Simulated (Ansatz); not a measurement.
Born–Oppenheimer molecular dynamics of ClH3Si (5 atoms, charge 0, multiplicity 1). It starts from a relaxed structure.

The calculation used RHF/cc-pVDZ (Ansatz 0.2.0).

| Property | Result |
| --- | --- |
| ensemble | NVE (velocity Verlet) |
| time step | 0.5 fs |
| steps asked | 500 |
| starting velocities drawn for | 300 K |
| seed | 128555 |

First frame:

```xyz
5
Properties=species:S:1:pos:R:3
Si -0.009 0.000 0.004
H 0.028 0.000 1.481
Cl 1.962 0.000 -0.693
H -0.674 1.217 -0.507
H -0.674 -1.217 -0.507
```

**Question.** How far do the bonds stretch over the last three quarters of this one trajectory? (Pairs bonded in most of those frames.)

**Answer.** 
```json
{"bond": "Si1–H2", "mean (Å)": "1.481", "spread (Å)": "0.020", "shortest": "1.45", "longest": "1.51"}
{"bond": "Si1–Cl3", "mean (Å)": "2.091", "spread (Å)": "0.007", "shortest": "2.08", "longest": "2.10"}
{"bond": "Si1–H4", "mean (Å)": "1.480", "spread (Å)": "0.007", "shortest": "1.47", "longest": "1.49"}
{"bond": "Si1–H5", "mean (Å)": "1.479", "spread (Å)": "0.005", "shortest": "1.47", "longest": "1.49"}
```

Mean temperature of the second half: 151 K. The conserved energy stayed within 0.06 meV per atom of its start (net change 0.036 meV per atom), so the integration is sound. Over the second half the temperature averaged 0.50 of the 300 K drawn at the start: a run that starts near a minimum puts about half its kinetic energy into the potential. A run of 0.25 ps of so small a system gives no equilibrium averages.

Time of the run: 3.1 min on 1 thread of Intel(R) Xeon(R) 6975P-C (Granite Rapids) (shared host), peak memory 0.11 GiB.
